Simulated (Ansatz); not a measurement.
# Naphthalene (C₁₀H₈): how energies converge with the basis set

One table from this session's results is given with a row withheld; the runs are named, their logs left out.

Computed with Ansatz 0.2.0, Gaussian basis. Level: one geometry, several basis sets.

The runs, in order: PBE0-D4/def2-SVP; ωB97M-V/def2-SVP; PBE0-D4/def2-QZVPP; ωB97M-V/def2-QZVPP; the functionals' def2-TZVPP values are taken from earlier runs.

## The geometry

The geometry comes from an earlier relaxation with PBE0-D4 in a triple-zeta def2 set; it is a stationary point, not always the lowest conformer.

SMILES `c1ccc2ccccc2c1`, 18 atoms, charge 0, spin multiplicity 1.

Atoms are counted from 1 here; the program's logs count them from 0.

Bond lengths: C1–C2 1.408 Å, C1–C10 1.367 Å, C1–H11 1.084 Å, C2–C3 1.367 Å, C2–H12 1.084 Å, C3–C4 1.412 Å, C3–H13 1.085 Å, C4–C5 1.412 Å, C4–C9 1.421 Å, C5–C6 1.367 Å, C5–H14 1.085 Å, C6–C7 1.408 Å, C6–H15 1.084 Å, C7–C8 1.367 Å, C7–H16 1.084 Å, C8–C9 1.412 Å, C8–H17 1.085 Å, C9–C10 1.412 Å and more. Angles: C2–C1–C10 120.3°, C2–C1–H11 119.6°, C10–C1–H11 120.1°, C1–C2–C3 120.3°, C1–C2–H12 119.6°, C3–C2–H12 120.1°, C2–C3–C4 120.8°, C2–C3–H13 120.5°, C4–C3–H13 118.7°, C3–C4–C5 122.2°, C3–C4–C9 118.9°, C5–C4–C9 118.9°, C4–C5–C6 120.8°, C4–C5–H14 118.7°, C6–C5–H14 120.5°, C5–C6–C7 120.3°, C5–C6–H15 120.1°, C7–C6–H15 119.6° and more.

As a file:

| atom | x (Å) | y (Å) | z (Å) |
| --- | --- | --- | --- |
| C1 | 1.5024 | -1.9802 | 0.3887 |
| C2 | 2.1701 | -1.1523 | -0.5344 |
| C3 | 1.5987 | 0.0185 | -0.9493 |
| C4 | 0.3349 | 0.4185 | -0.4630 |
| C5 | -0.2816 | 1.6212 | -0.8718 |
| C6 | -1.5066 | 1.9815 | -0.3829 |
| C7 | -2.1742 | 1.1535 | 0.5401 |
| C8 | -1.6028 | -0.0173 | 0.9550 |
| C9 | -0.3390 | -0.4172 | 0.4688 |
| C10 | 0.2775 | -1.6199 | 0.8776 |
| H11 | 1.9652 | -2.9062 | 0.7103 |
| H12 | 3.1408 | -1.4483 | -0.9151 |
| H13 | 2.1101 | 0.6588 | -1.6604 |
| H14 | 0.2357 | 2.2566 | -1.5830 |
| H15 | -1.9694 | 2.9074 | -0.7046 |
| H16 | -3.1451 | 1.4495 | 0.9208 |
| H17 | -2.1143 | -0.6576 | 1.6661 |
| H18 | -0.2398 | -2.2553 | 1.5889 |

Set-up of the first run:

in.yaml

```yaml
crystal:
  periodic: [false, false, false]
  atoms:
    - {symbol: C, position_ang: [1.502410, -1.980217, 0.388687]}
    - {symbol: C, position_ang: [2.170066, -1.152280, -0.534408]}
    - {symbol: C, position_ang: [1.598671, 0.018506, -0.949266]}
    - {symbol: C, position_ang: [0.334871, 0.418474, -0.462972]}
    - {symbol: C, position_ang: [-0.281592, 1.621184, -0.871759]}
    - {symbol: C, position_ang: [-1.506575, 1.981473, -0.382937]}
    - {symbol: C, position_ang: [-2.174239, 1.153525, 0.540142]}
    - {symbol: C, position_ang: [-1.602843, -0.017260, 0.954999]}
    - {symbol: C, position_ang: [-0.339009, -0.417182, 0.468760]}
    - {symbol: C, position_ang: [0.277454, -1.619891, 0.877552]}
    - {symbol: H, position_ang: [1.965218, -2.906156, 0.710316]}
    - {symbol: H, position_ang: [3.140848, -1.448297, -0.915139]}
    - {symbol: H, position_ang: [2.110138, 0.658772, -1.660414]}
    - {symbol: H, position_ang: [0.235674, 2.256621, -1.583045]}
    - {symbol: H, position_ang: [-1.969409, 2.907391, -0.704595]}
    - {symbol: H, position_ang: [-3.145056, 1.449507, 0.920810]}
    - {symbol: H, position_ang: [-2.114342, -0.657574, 1.666081]}
    - {symbol: H, position_ang: [-0.239784, -2.255294, 1.588888]}
basis:
  gaussian: {orbitals: def2-SVP}
hamiltonian: {xc: pbe0, dispersion: d4}
output: {orbitals: {seedname: orbitals}}
```

The run is started by

```console
> ansatz run in.yaml --threads 2 --pin off --events-out ev --progress --plain --max-ram 22528MiB --backend cpu
```

Steps of the session up to this table: PBE0-D4 in def2-SVP; ωB97M-V in def2-SVP; PBE0-D4 in def2-QZVPP; ωB97M-V in def2-QZVPP.

One of the session's tables, all rows but one given; the rest of the session is left out.

It belongs to the step «Density functionals: the series». 

| functional | basis | HOMO (eV) |
| --- | --- | --- |
| PBE0-D4 | def2-SVP | ? |
| PBE0-D4 | def2-TZVPP | -6.33 |
| PBE0-D4 | def2-QZVPP | -6.35 |
| ωB97M-V | def2-SVP | -8.23 |
| ωB97M-V | def2-TZVPP | -8.25 |
| ωB97M-V | def2-QZVPP | -8.26 |

Estimate the missing values for PBE0-D4, def2-SVP.

As computed: HOMO (eV): -6.32. In the column «HOMO (eV)» it is the highest.
